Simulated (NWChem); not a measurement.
sulfur dioxide (O$_{2}$S) in NWChem

SMILES: O=S=O
```xyz
3

O      1.2504     0.0000    -0.3713
S      0.0000     0.0000     0.3713
O     -1.2504     0.0000    -0.3713
```
Charge 0, spin multiplicity 1.

The numbers come from NWChem runs, not from measurements. The geometry was optimised at PBE0/def2-SVP, a minimum by its harmonic frequencies.

Symmetry labels belong to the abelian group C2v used in the runs, with the axes of the coordinates shown; states degenerate in a higher group split over its labels.

Question: List the lowest 3 singlet excitations that CIS/def2-SVPD gives, with oscillator strengths.

Answer: 
```csv
state,symmetry,energy (eV),wavelength (nm),f
1,b2,4.46,278,0.012
2,a2,5.14,241,0.000
3,b1,6.70,185,0.112
```
